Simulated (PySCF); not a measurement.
**CH3BH2: electronic excitations at several levels of theory, part 1 of 2**

Aim: compute the electronic excitations of CH3BH2 (`BC`) at several levels, and see how far they spread and what each costs.

Computed with PySCF 2.14.0, with density-fitted response routines of our own, on a single molecule in the gas phase. Atoms count from 0, in the outputs and in this text.

## 1. Starting geometry

7 atoms, charge 0, multiplicity 1; geometry from: GFN2-xTB. The atoms were then displaced at random by about 0.03 Å, so the start is not that level's minimum.

Bonds of the start (Å): B0–C1 1.64, B0–H2 1.04, B0–H3 1.26, C1–H4 1.06, C1–H5 1.06, C1–H6 1.07.

## 2. Optimising the geometry at PBE0-D3(BJ)/def2-SVP

The job: settings as JSON, then the geometry in Å.

```
{"job": {"xc": "PBE0", "basis": "def2-SVP", "d3": "d3bj", "grid": 1, "shake": 0.03, "kind": "geom"}, "charge": 0, "multiplicity": 1}
B      0.957130     0.019110     0.006130
C     -0.674760    -0.110650    -0.036120
H      1.564510    -0.825880    -0.039840
H      1.437530     1.185530     0.024990
H     -1.076050     0.196820     0.900400
H     -1.003690    -1.101370    -0.214390
H     -1.106140     0.544230    -0.763890
```

On the command line:

```bash
$ OMP_NUM_THREADS=1 python probes_run.py task.json out
```

This one command runs all jobs of the session in turn.

The log of the run:

```text
step   0  E = -65.77382461  max force = 0.113388
step   1  E = -65.79669004  max force = 0.010347
step   2  E = -65.79710890  max force = 0.003994
step   3  E = -65.79719695  max force = 0.001248
step   4  E = -65.79721553  max force = 0.000735
step   5  E = -65.79722269  max force = 0.000496
step   6  E = -65.79724267  max force = 0.000623
step   7  E = -65.79727457  max force = 0.001350
step   8  E = -65.79730669  max force = 0.002906
step   9  E = -65.79735816  max force = 0.002080
step  10  E = -65.79745539  max force = 0.000900
step  11  E = -65.79748169  max force = 0.000500
step  12  E = -65.79749297  max force = 0.000172
optimisation converged
```

Run time: 7.3 s. Hardware: 1 thread of Arm Neoverse V1, shared host; peak memory 0.25 GiB.

Step by step:

```tsv
step	energy from step 0 (eV)	largest force component (eV/Å)
0	0.0000	5.8306
1	-0.6222	0.5321
2	-0.6336	0.2054
3	-0.6360	0.0642
4	-0.6365	0.0378
5	-0.6367	0.0255
6	-0.6372	0.0320
7	-0.6381	0.0694
8	-0.6390	0.1494
9	-0.6404	0.1070
10	-0.6430	0.0463
11	-0.6437	0.0257
12	-0.6440	0.0088
```

Distances of close pairs at the start and the end, largest changes first:

```tsv
bond	before (Å)	after (Å)	change (Å)
B0–H2	1.042	1.212	+0.170
B0–C1	1.638	1.553	-0.085
B0–H3	1.262	1.212	-0.050
C1–H4	1.064	1.113	+0.048
C1–H5	1.059	1.099	+0.040
C1–H6	1.070	1.100	+0.030
```

The end geometry stands in the next job.

```tsv
at the end point	value
point group (found at 0.08 Å tolerance)	Cs
rotational constants (GHz, main isotopes)	94.415, 21.554, 19.632
dipole moment (D)	0.79
```

## 3. Excited states and response: HF/def2-SVPD

The job: settings as JSON, then the geometry in Å.

```
{"job": {"kind": "uv", "xc": "HF", "basis": "def2-SVPD", "ip": true}, "charge": 0, "multiplicity": 1}
B      0.890069     0.065949    -0.029259
C     -0.653446    -0.092235    -0.092872
H      1.607233    -0.879696     0.216477
H      1.406312     1.155701    -0.149345
H     -0.955452     0.083035     0.963548
H     -1.018456    -1.097582    -0.347255
H     -1.177731     0.672619    -0.684014
```

Level: TDDFT HF/def2-SVPD, vertical, gas phase, core orbitals frozen in the response.

The log of the run:

```text
final grid: 49280 points
cycle   1  E = -65.3713543936  dE = -7.205e-02  |g| = 2.404e-01  |ddm| = 2.336e+00
cycle   2  E = -65.3950860968  dE = -2.373e-02  |g| = 5.982e-02  |ddm| = 3.788e-01
cycle   3  E = -65.3969349662  dE = -1.849e-03  |g| = 1.013e-02  |ddm| = 1.842e-01
cycle   4  E = -65.3969916993  dE = -5.673e-05  |g| = 2.330e-03  |ddm| = 2.783e-02
cycle   5  E = -65.3969956306  dE = -3.931e-06  |g| = 6.671e-04  |ddm| = 7.362e-03
cycle   6  E = -65.3969959436  dE = -3.130e-07  |g| = 1.795e-04  |ddm| = 2.057e-03
cycle   7  E = -65.3969959630  dE = -1.936e-08  |g| = 4.239e-05  |ddm| = 3.562e-04
cycle   8  E = -65.3969959642  dE = -1.157e-09  |g| = 6.890e-06  |ddm| = 1.080e-04
cycle   9  E = -65.3969959642  dE = -3.551e-11  |g| = 1.672e-06  |ddm| = 2.430e-05
converged SCF energy = -65.3969959642

Static polarisability (au): isotropic 27.871, principal 24.426 28.356 30.831

Singlet excitations
state   eV       nm        f      main configurations
  1   6.6890    185.4   0.00014   H->L+1 0.81, H->L 0.09
  2   7.1241    174.0   0.00334   H-1->L+1 0.82, H-1->L 0.10
  3   9.7669    126.9   0.04660   H->L 0.81, H->L+1 0.10
  4  10.3453    119.8   0.02977   H-1->L 0.69, H-1->L+2 0.16, H-1->L+1 0.09
  5  10.7508    115.3   0.11771   H->L+2 0.78
  6  11.0113    112.6   0.17797   H-2->L+1 0.85
  7  11.2867    109.8   0.00018   H-3->L+1 0.73, H-3->L 0.11
  8  11.3514    109.2   0.38716   H-1->L+2 0.70, H-1->L 0.15
  9  11.6667    106.3   0.20359   H-2->L 0.39, H-2->L+2 0.33, H->L+4 0.09
 10  11.7616    105.4   0.18359   H->L+3 0.82

Triplet excitations (Tamm-Dancoff, eV): 5.6937 6.2390 9.2025 9.4904
Vertical ionisation energy (delta-SCF) = 11.3660 eV
```

Run time: 1.1 s. Hardware: 1 thread of Arm Neoverse V1, shared host; peak memory 0.25 GiB.

Frontier orbitals and where they lie:

```tsv
orbital	eV	atoms
HOMO−3	-15.58	C1 41 %, H5 16 %, H6 16 %
HOMO−2	-14.87	C1 48 %, H4 24 %, H6 10 %
HOMO−1	-13.00	C1 38 %, B0 35 %, H3 8 %
HOMO	-12.51	B0 37 %, H2 20 %, H3 19 %
LUMO	2.16	B0 77 %, C1 6 %, H2 5 %
LUMO+1	2.49	B0 54 %, C1 13 %, H2 12 %
LUMO+2	3.33	C1 38 %, H5 13 %, H6 13 %
```

With each of the 10 states as a Gaussian band of 0.4 eV half-width at 1/e, the curve within the window shown has maxima at 126 nm (ε 2,100), 108 nm (ε 27,000) L/(mol cm). Beyond the last state computed it falls off for lack of states. The curve at chosen wavelengths:

```tsv
nm	ε (L/mol/cm)
103	8024
107	25661
111	23644
115	12943
119	4836
123	2144
127	2061
131	1137
135	250
139	24
143	1
147	0
151	0
155	1
159	7
163	30
167	75
171	121
175	136
179	112
183	71
187	36
191	16
195	7
199	3
203	1
```

Further results of this job:

```tsv
property	computed
dipole moment (D)	0.57
polarisability (Å³)	4.13
HOMO–LUMO gap (eV)	14.66
−ε(HOMO) (eV)	12.51
```

## 4. Excited states and response: LDA/def2-SVPD

Same as in step 3 but for these lines:

```diff
@@ -1,2 +1,2 @@
-{"job": {"kind": "uv", "xc": "HF", "basis": "def2-SVPD", "ip": true}, "charge": 0, "multiplicity": 1}
+{"job": {"kind": "uv", "xc": "LDA", "basis": "def2-SVPD", "ip": true}, "charge": 0, "multiplicity": 1}
 B      0.890069     0.065949    -0.029259
```

Level: TDDFT LDA/def2-SVPD, vertical, gas phase, core orbitals frozen in the response.

The log of the run:

```text
coarse grid: 5272 points
cycle   1  E = -65.1125565818  dE = -1.641e-01  |g| = 4.206e-01  |ddm| = 2.729e+00
cycle   2  E = -65.0499157245  dE =  6.264e-02  |g| = 6.293e-01  |ddm| = 9.544e-01
cycle   3  E = -65.1633307236  dE = -1.134e-01  |g| = 3.125e-02  |ddm| = 5.745e-01
cycle   4  E = -65.1636121122  dE = -2.814e-04  |g| = 1.402e-02  |ddm| = 6.824e-02
cycle   5  E = -65.1636830521  dE = -7.094e-05  |g| = 2.733e-03  |ddm| = 2.276e-02
cycle   6  E = -65.1636854515  dE = -2.399e-06  |g| = 1.792e-04  |ddm| = 4.706e-03
final grid: 49280 points
cycle   7  E = -65.1835531655  dE = -1.543e-05  |g| = 3.240e-03  |ddm| = 4.077e-02
cycle   8  E = -65.1835490176  dE =  4.148e-06  |g| = 5.143e-03  |ddm| = 7.600e-03
cycle   9  E = -65.1835559940  dE = -6.976e-06  |g| = 1.405e-04  |ddm| = 4.565e-03
cycle  10  E = -65.1835560008  dE = -6.773e-09  |g| = 2.237e-05  |ddm| = 2.922e-04
cycle  11  E = -65.1835560009  dE = -1.658e-10  |g| = 6.484e-06  |ddm| = 5.130e-05
converged SCF energy = -65.1835560009

Static polarisability (au): isotropic 31.781, principal 26.908 31.450 36.986

Singlet excitations
state   eV       nm        f      main configurations
  1   5.2113    237.9   0.00035   H->L 1.00
  2   5.8117    213.3   0.00134   H-1->L 0.99
  3   7.6913    161.2   0.00611   H->L+1 1.00
  4   7.7611    159.8   0.00174   H-3->L 0.99
  5   8.0350    154.3   0.10997   H-2->L 0.96
  6   8.4137    147.4   0.02439   H-1->L+1 0.98
  7   8.6620    143.1   0.08358   H->L+2 1.00
  8   9.2432    134.1   0.15822   H-1->L+2 0.96
  9   9.4541    131.1   0.00871   H->L+3 0.97
 10   9.5706    129.5   0.15805   H->L+4 0.91

Triplet excitations (Tamm-Dancoff, eV): 4.6702 5.2688 7.0935 7.5179
Vertical ionisation energy (delta-SCF) = 11.2819 eV
Vertical electron affinity (delta-SCF) = -0.6392 eV
```

Run time: 6.6 s. Hardware: 1 thread of Arm Neoverse V1, shared host; peak memory 0.25 GiB.

This run: HOMO -7.52 eV, LUMO -2.55 eV; lowest singlet 5.21 eV.

## 5. Excited states and response: PBE/def2-SVPD

Same as in step 4 but for these lines:

```diff
@@ -1,2 +1,2 @@
-{"job": {"kind": "uv", "xc": "LDA", "basis": "def2-SVPD", "ip": true}, "charge": 0, "multiplicity": 1}
+{"job": {"kind": "uv", "xc": "PBE", "basis": "def2-SVPD", "ip": true}, "charge": 0, "multiplicity": 1}
 B      0.890069     0.065949    -0.029259
```

Method: TDDFT PBE/def2-SVPD, vertical, gas phase, core orbitals frozen in the response.

The log of the run:

```text
coarse grid: 5272 points
cycle   1  E = -65.7163467177  dE = -1.671e-01  |g| = 3.947e-01  |ddm| = 2.737e+00
cycle   2  E = -65.6659770152  dE =  5.037e-02  |g| = 5.760e-01  |ddm| = 9.234e-01
cycle   3  E = -65.7617277082  dE = -9.575e-02  |g| = 2.757e-02  |ddm| = 5.293e-01
cycle   4  E = -65.7619698740  dE = -2.422e-04  |g| = 1.062e-02  |ddm| = 6.476e-02
cycle   5  E = -65.7620109429  dE = -4.107e-05  |g| = 2.732e-03  |ddm| = 1.870e-02
cycle   6  E = -65.7620133205  dE = -2.378e-06  |g| = 1.529e-04  |ddm| = 4.341e-03
final grid: 49280 points
cycle   7  E = -65.7764111188  dE = -1.210e-05  |g| = 8.193e-03  |ddm| = 5.397e-02
cycle   8  E = -65.7763870256  dE =  2.409e-05  |g| = 1.253e-02  |ddm| = 1.927e-02
cycle   9  E = -65.7764294238  dE = -4.240e-05  |g| = 4.235e-04  |ddm| = 1.128e-02
cycle  10  E = -65.7764294806  dE = -5.679e-08  |g| = 7.963e-05  |ddm| = 7.634e-04
cycle  11  E = -65.7764294829  dE = -2.316e-09  |g| = 1.238e-05  |ddm| = 1.402e-04
cycle  12  E = -65.7764294829  dE = -5.262e-11  |g| = 3.004e-06  |ddm| = 2.193e-05
converged SCF energy = -65.7764294829

Static polarisability (au): isotropic 31.030, principal 26.303 30.783 36.005

Singlet excitations
state   eV       nm        f      main configurations
  1   5.4509    227.5   0.00035   H->L 1.00
  2   5.9413    208.7   0.00127   H-1->L 0.99
  3   7.7459    160.1   0.00530   H->L+1 1.00
  4   7.9515    155.9   0.00147   H-3->L 1.00
  5   8.1759    151.6   0.09755   H-2->L 0.94
  6   8.3466    148.5   0.02621   H-1->L+1 0.97
  7   8.6924    142.6   0.07550   H->L+2 1.00
  8   9.1852    135.0   0.16486   H-1->L+2 0.97
  9   9.5786    129.4   0.00804   H->L+3 0.97
 10   9.6621    128.3   0.13938   H->L+4 0.93

Triplet excitations (Tamm-Dancoff, eV): 4.7721 5.2656 7.2122 7.6016
Vertical ionisation energy (delta-SCF) = 11.3020 eV
Vertical electron affinity (delta-SCF) = -0.7261 eV
```

Wall time 10 s (1 thread of Arm Neoverse V1, shared host); peak memory 0.33 GiB.

This run: HOMO -7.55 eV, LUMO -2.28 eV; lowest singlet 5.45 eV.

## 6. Excited states and response: B3LYP/def2-SVPD

Same as in step 5 but for these lines:

```diff
@@ -1,2 +1,2 @@
-{"job": {"kind": "uv", "xc": "PBE", "basis": "def2-SVPD", "ip": true}, "charge": 0, "multiplicity": 1}
+{"job": {"kind": "uv", "xc": "B3LYP", "basis": "def2-SVPD", "ip": true}, "charge": 0, "multiplicity": 1}
 B      0.890069     0.065949    -0.029259
```

With the program's defaults for keys left out, this is: TDDFT B3LYP/def2-SVPD, vertical, gas phase, core orbitals frozen in the response.

The log of the run:

```text
coarse grid: 5272 points
cycle   1  E = -65.8610488490  dE = -1.640e-01  |g| = 3.099e-01  |ddm| = 2.746e+00
cycle   2  E = -65.8535085436  dE =  7.540e-03  |g| = 3.537e-01  |ddm| = 6.768e-01
cycle   3  E = -65.8878842999  dE = -3.438e-02  |g| = 1.521e-02  |ddm| = 3.331e-01
cycle   4  E = -65.8879576664  dE = -7.337e-05  |g| = 5.007e-03  |ddm| = 2.915e-02
cycle   5  E = -65.8879665532  dE = -8.887e-06  |g| = 1.367e-03  |ddm| = 9.848e-03
final grid: 49280 points
cycle   6  E = -65.9015614576  dE = -1.289e-05  |g| = 3.715e-03  |ddm| = 3.762e-02
cycle   7  E = -65.9015599685  dE =  1.489e-06  |g| = 4.436e-03  |ddm| = 8.350e-03
cycle   8  E = -65.9015651276  dE = -5.159e-06  |g| = 1.459e-04  |ddm| = 4.226e-03
cycle   9  E = -65.9015651344  dE = -6.726e-09  |g| = 4.773e-05  |ddm| = 2.907e-04
cycle  10  E = -65.9015651351  dE = -7.608e-10  |g| = 3.069e-06  |ddm| = 7.033e-05
converged SCF energy = -65.9015651351

Static polarisability (au): isotropic 30.156, principal 25.789 30.187 34.492

Singlet excitations
state   eV       nm        f      main configurations
  1   5.7856    214.3   0.00027   H->L 0.99
  2   6.2079    199.7   0.00167   H-1->L 0.99
  3   8.2961    149.4   0.01035   H->L+1 1.00
  4   8.6363    143.6   0.00146   H-3->L 0.99
  5   8.7596    141.5   0.07507   H-2->L 0.84, H-1->L+1 0.13
  6   8.8137    140.7   0.05766   H-1->L+1 0.86, H-2->L 0.12
  7   9.2179    134.5   0.09090   H->L+2 0.99
  8   9.6938    127.9   0.20038   H-1->L+2 0.98
  9  10.1514    122.1   0.01583   H->L+3 0.98
 10  10.2744    120.7   0.15003   H->L+4 0.97

Triplet excitations (Tamm-Dancoff, eV): 5.1404 5.5973 7.8408 8.1443
Vertical ionisation energy (delta-SCF) = 11.6722 eV
Vertical electron affinity (delta-SCF) = -0.8312 eV
```

Run time: 8.9 s. Hardware: 1 thread of Arm Neoverse V1, shared host; peak memory 0.35 GiB.

In short: HOMO -8.80 eV, LUMO -1.47 eV; lowest singlet 5.79 eV.

## 7. TDDFT and polarisability: PBE0/def2-SVPD

Same as in step 6 but for these lines:

```diff
@@ -1,2 +1,2 @@
-{"job": {"kind": "uv", "xc": "B3LYP", "basis": "def2-SVPD", "ip": true}, "charge": 0, "multiplicity": 1}
+{"job": {"kind": "uv", "xc": "PBE0", "basis": "def2-SVPD", "ip": true}, "charge": 0, "multiplicity": 1}
 B      0.890069     0.065949    -0.029259
```

With the program's defaults for keys left out, this is: TDDFT PBE0/def2-SVPD, vertical, gas phase, core orbitals frozen in the response.

The log of the run:

```text
coarse grid: 5272 points
cycle   1  E = -65.7666386724  dE = -1.619e-01  |g| = 2.725e-01  |ddm| = 2.544e+00
cycle   2  E = -65.7655260982  dE =  1.113e-03  |g| = 2.853e-01  |ddm| = 5.812e-01
cycle   3  E = -65.7874912384  dE = -2.197e-02  |g| = 1.275e-02  |ddm| = 2.651e-01
cycle   4  E = -65.7875406051  dE = -4.937e-05  |g| = 4.636e-03  |ddm| = 2.451e-02
cycle   5  E = -65.7875481761  dE = -7.571e-06  |g| = 1.000e-03  |ddm| = 8.542e-03
final grid: 49280 points
cycle   6  E = -65.7980905815  dE = -1.085e-05  |g| = 4.499e-03  |ddm| = 3.439e-02
cycle   7  E = -65.7980893157  dE =  1.266e-06  |g| = 5.047e-03  |ddm| = 8.989e-03
cycle   8  E = -65.7980959997  dE = -6.684e-06  |g| = 9.188e-05  |ddm| = 4.570e-03
cycle   9  E = -65.7980960022  dE = -2.466e-09  |g| = 3.363e-05  |ddm| = 2.146e-04
cycle  10  E = -65.7980960026  dE = -3.823e-10  |g| = 7.129e-06  |ddm| = 6.049e-05
converged SCF energy = -65.7980960026

Static polarisability (au): isotropic 29.816, principal 25.548 29.767 34.132

Singlet excitations
state   eV       nm        f      main configurations
  1   5.7899    214.1   0.00027   H->L 0.99
  2   6.2604    198.0   0.00175   H-1->L 0.99
  3   8.4881    146.1   0.01294   H->L+1 0.99
  4   8.8006    140.9   0.00146   H-3->L 0.99
  5   8.9025    139.3   0.11260   H-2->L 0.96
  6   9.0434    137.1   0.02563   H-1->L+1 0.97
  7   9.4245    131.6   0.09217   H->L+2 0.99
  8   9.9466    124.6   0.21475   H-1->L+2 0.98
  9  10.3472    119.8   0.02103   H->L+3 0.98
 10  10.4910    118.2   0.15938   H->L+4 0.97

Triplet excitations (Tamm-Dancoff, eV): 5.0349 5.5381 7.9107 8.2796
Vertical ionisation energy (delta-SCF) = 11.6268 eV
Vertical electron affinity (delta-SCF) = -0.7895 eV
```

Run time: 8.4 s. Hardware: 1 thread of Arm Neoverse V1, shared host; peak memory 0.35 GiB.

Key values: HOMO -8.96 eV, LUMO -1.21 eV; lowest singlet 5.79 eV.

## 8. Excited states and response: BHandHLYP/def2-SVPD

Same as in step 7 but for these lines:

```diff
@@ -1,2 +1,2 @@
-{"job": {"kind": "uv", "xc": "PBE0", "basis": "def2-SVPD", "ip": true}, "charge": 0, "multiplicity": 1}
+{"job": {"kind": "uv", "xc": "BHandHLYP", "basis": "def2-SVPD", "ip": true}, "charge": 0, "multiplicity": 1}
 B      0.890069     0.065949    -0.029259
```

With the program's defaults for keys left out, this is: TDDFT BHandHLYP/def2-SVPD, vertical, gas phase, core orbitals frozen in the response.

The log of the run:

```text
coarse grid: 5272 points
cycle   1  E = -65.8272342575  dE = -1.410e-01  |g| = 2.173e-01  |ddm| = 2.543e+00
cycle   2  E = -65.8363677268  dE = -9.133e-03  |g| = 1.421e-01  |ddm| = 4.460e-01
cycle   3  E = -65.8415738895  dE = -5.206e-03  |g| = 2.171e-02  |ddm| = 1.662e-01
cycle   4  E = -65.8417231496  dE = -1.493e-04  |g| = 1.809e-03  |ddm| = 4.058e-02
cycle   5  E = -65.8417244501  dE = -1.301e-06  |g| = 4.863e-04  |ddm| = 3.891e-03
final grid: 49280 points
cycle   6  E = -65.8507792205  dE = -6.458e-06  |g| = 1.784e-03  |ddm| = 2.462e-02
cycle   7  E = -65.8507795150  dE = -2.945e-07  |g| = 1.458e-03  |ddm| = 4.291e-03
cycle   8  E = -65.8507800606  dE = -5.456e-07  |g| = 4.666e-05  |ddm| = 1.444e-03
cycle   9  E = -65.8507800613  dE = -7.090e-10  |g| = 1.863e-05  |ddm| = 1.457e-04
converged SCF energy = -65.8507800613

Static polarisability (au): isotropic 28.990, principal 25.052 29.216 32.702

Singlet excitations
state   eV       nm        f      main configurations
  1   6.1393    202.0   0.00021   H->L 0.97
  2   6.5630    188.9   0.00223   H-1->L 0.97
  3   8.9905    137.9   0.02046   H->L+1 0.97
  4   9.4775    130.8   0.01582   H-1->L+1 0.93
  5   9.6265    128.8   0.13588   H-2->L 0.95
  6   9.6433    128.6   0.00103   H-3->L 0.97
  7   9.9256    124.9   0.10807   H->L+2 0.94
  8  10.4603    118.5   0.26485   H-1->L+2 0.93
  9  10.8749    114.0   0.04550   H->L+3 0.96
 10  11.0257    112.5   0.16144   H-2->L+1 0.46, H->L+4 0.39, H-2->L+2 0.09

Triplet excitations (Tamm-Dancoff, eV): 5.4109 5.8969 8.6335 8.7552
Vertical ionisation energy (delta-SCF) = 11.8734 eV
```

Run time: 6.4 s. Hardware: 1 thread of Arm Neoverse V1, shared host; peak memory 0.35 GiB.

Key values: HOMO -10.36 eV, LUMO -0.13 eV; lowest singlet 6.14 eV.

## 9. Excited states and response: CAM-B3LYP/def2-SVPD

Same as in step 8 but for these lines:

```diff
@@ -1,2 +1,2 @@
-{"job": {"kind": "uv", "xc": "BHandHLYP", "basis": "def2-SVPD", "ip": true}, "charge": 0, "multiplicity": 1}
+{"job": {"kind": "uv", "xc": "CAM-B3LYP", "basis": "def2-SVPD", "ip": true}, "charge": 0, "multiplicity": 1}
 B      0.890069     0.065949    -0.029259
```

Method: TDDFT CAM-B3LYP/def2-SVPD, vertical, gas phase, core orbitals frozen in the response.

The log of the run:

```text
coarse grid: 5272 points
cycle   1  E = -65.8148854970  dE = -1.316e-01  |g| = 2.250e-01  |ddm| = 2.664e+00
cycle   2  E = -65.8219258022  dE = -7.040e-03  |g| = 1.719e-01  |ddm| = 4.300e-01
cycle   3  E = -65.8294399915  dE = -7.514e-03  |g| = 1.679e-02  |ddm| = 1.962e-01
cycle   4  E = -65.8295388105  dE = -9.882e-05  |g| = 2.138e-03  |ddm| = 3.770e-02
cycle   5  E = -65.8295406887  dE = -1.878e-06  |g| = 5.873e-04  |ddm| = 5.751e-03
final grid: 49280 points
cycle   6  E = -65.8435528216  dE = -1.066e-05  |g| = 2.285e-03  |ddm| = 2.492e-02
cycle   7  E = -65.8435531638  dE = -3.422e-07  |g| = 2.021e-03  |ddm| = 5.443e-03
cycle   8  E = -65.8435541884  dE = -1.025e-06  |g| = 5.524e-05  |ddm| = 2.058e-03
cycle   9  E = -65.8435541894  dE = -1.045e-09  |g| = 2.385e-05  |ddm| = 2.002e-04
cycle  10  E = -65.8435541896  dE = -2.020e-10  |g| = 2.605e-06  |ddm| = 3.791e-05
converged SCF energy = -65.8435541896

Static polarisability (au): isotropic 29.804, principal 25.665 29.920 33.826

Singlet excitations
state   eV       nm        f      main configurations
  1   5.8335    212.5   0.00023   H->L 0.98
  2   6.2846    197.3   0.00195   H-1->L 0.98
  3   8.6502    143.3   0.01909   H->L+1 0.97
  4   9.0805    136.5   0.00117   H-3->L 0.97
  5   9.1307    135.8   0.01327   H-1->L+1 0.62, H-2->L 0.32
  6   9.1651    135.3   0.13426   H-2->L 0.64, H-1->L+1 0.32
  7   9.5939    129.2   0.09646   H->L+2 0.94
  8  10.1590    122.0   0.24518   H-1->L+2 0.93
  9  10.5119    117.9   0.04264   H->L+3 0.97
 10  10.7089    115.8   0.14120   H->L+4 0.55, H-2->L+1 0.31

Triplet excitations (Tamm-Dancoff, eV): 5.1559 5.6540 8.1891 8.4495
Vertical ionisation energy (delta-SCF) = 11.8221 eV
Vertical electron affinity (delta-SCF) = -0.8517 eV
```

Run time: 9.7 s. Hardware: 1 thread of Arm Neoverse V1, shared host; peak memory 0.36 GiB.

In short: HOMO -10.45 eV, LUMO -0.09 eV; lowest singlet 5.83 eV.

## 10. Ultraviolet spectrum: wB97X-D/def2-SVPD

Same as in step 9 but for these lines:

```diff
@@ -1,2 +1,2 @@
-{"job": {"kind": "uv", "xc": "CAM-B3LYP", "basis": "def2-SVPD", "ip": true}, "charge": 0, "multiplicity": 1}
+{"job": {"kind": "uv", "xc": "wB97X-D", "basis": "def2-SVPD", "ip": true}, "charge": 0, "multiplicity": 1}
 B      0.890069     0.065949    -0.029259
```

Method: TDDFT wB97X-D/def2-SVPD, vertical, gas phase, core orbitals frozen in the response.

The log of the run:

```text
coarse grid: 5272 points
cycle   1  E = -65.8515796430  dE = -1.251e-01  |g| = 1.986e-01  |ddm| = 2.520e+00
cycle   2  E = -65.8597421912  dE = -8.163e-03  |g| = 1.241e-01  |ddm| = 3.942e-01
cycle   3  E = -65.8636160697  dE = -3.874e-03  |g| = 1.717e-02  |ddm| = 1.650e-01
cycle   4  E = -65.8637316436  dE = -1.156e-04  |g| = 2.030e-03  |ddm| = 4.517e-02
cycle   5  E = -65.8637339514  dE = -2.308e-06  |g| = 4.585e-04  |ddm| = 7.099e-03
final grid: 49280 points
cycle   6  E = -65.8741025104  dE = -3.579e-05  |g| = 2.149e-03  |ddm| = 5.508e-02
cycle   7  E = -65.8741037225  dE = -1.212e-06  |g| = 1.310e-03  |ddm| = 7.274e-03
cycle   8  E = -65.8741041490  dE = -4.265e-07  |g| = 2.457e-04  |ddm| = 1.845e-03
cycle   9  E = -65.8741041772  dE = -2.818e-08  |g| = 3.978e-05  |ddm| = 7.493e-04
cycle  10  E = -65.8741041783  dE = -1.091e-09  |g| = 1.320e-05  |ddm| = 9.938e-05
cycle  11  E = -65.8741041785  dE = -1.549e-10  |g| = 3.078e-06  |ddm| = 3.458e-05
converged SCF energy = -65.8741041785

Static polarisability (au): isotropic 29.735, principal 25.688 29.769 33.748

Singlet excitations
state   eV       nm        f      main configurations
  1   5.9557    208.2   0.00023   H->L 0.98
  2   6.4019    193.7   0.00209   H-1->L 0.98
  3   8.8002    140.9   0.02833   H->L+1 0.96
  4   9.1944    134.8   0.00109   H-3->L 0.98
  5   9.2348    134.3   0.12381   H-2->L 0.96
  6   9.3477    132.6   0.02266   H-1->L+1 0.90
  7   9.7992    126.5   0.09182   H->L+2 0.92
  8  10.2988    120.4   0.28041   H-1->L+2 0.89
  9  10.7004    115.9   0.05762   H->L+3 0.96
 10  10.9017    113.7   0.14097   H-2->L+1 0.48, H->L+4 0.27, H-2->L+2 0.14

Triplet excitations (Tamm-Dancoff, eV): 5.3730 5.8485 8.3683 8.6866
Vertical ionisation energy (delta-SCF) = 11.7718 eV
```

Wall time 8 s (1 thread of Arm Neoverse V1, shared host); peak memory 0.36 GiB.

This run: HOMO -10.92 eV, LUMO 0.78 eV; lowest singlet 5.96 eV.

(Continued in part 2 of 2.)
